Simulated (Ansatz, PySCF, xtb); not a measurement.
Dimer: CH4O (SMILES CO) (first 6 atoms) with CH5N (SMILES CN); geometry from S66by8 set.
(charge 0, multiplicity 1):
```xyz
13

O     -1.740     0.729    -0.002
H     -0.768     0.755    -0.007
C     -2.110    -0.631    -0.007
H     -3.196    -0.680    -0.003
H     -1.757    -1.162    -0.896
H     -1.750    -1.170     0.874
N      1.690     0.617    -0.013
H      2.061     1.125     0.780
H      2.061     1.082    -0.833
C      2.168    -0.769     0.024
H      1.776    -1.303    -0.838
H      3.254    -0.875     0.027
H      1.776    -1.255     0.914
```

Monomers are frozen at their geometry in the pair; levels with a basis set take the counterpoise correction. Rows marked so take none.

Rows in 3-21G carry no dispersion term and start afresh at each structure.

The values were computed with Ansatz (a program for electronic structure); PySCF for 3-21G rows, the dispersion terms; xtb for the GFN methods. 

Q: One of these levels gives -33.9 kJ/mol for the interaction energy. Which one is it?
(A) HF/aug-cc-pVDZ
(B) HF/3-21G (no counterpoise)
(C) PBE-D3(BJ)/def2-TZVPPD
(D) GFN1-xTB

A: B, HF/3-21G (no counterpoise). The others give -15.7 (GFN1-xTB), -17.3 (HF/aug-cc-pVDZ), -25.3 (PBE-D3(BJ)/def2-TZVPPD)
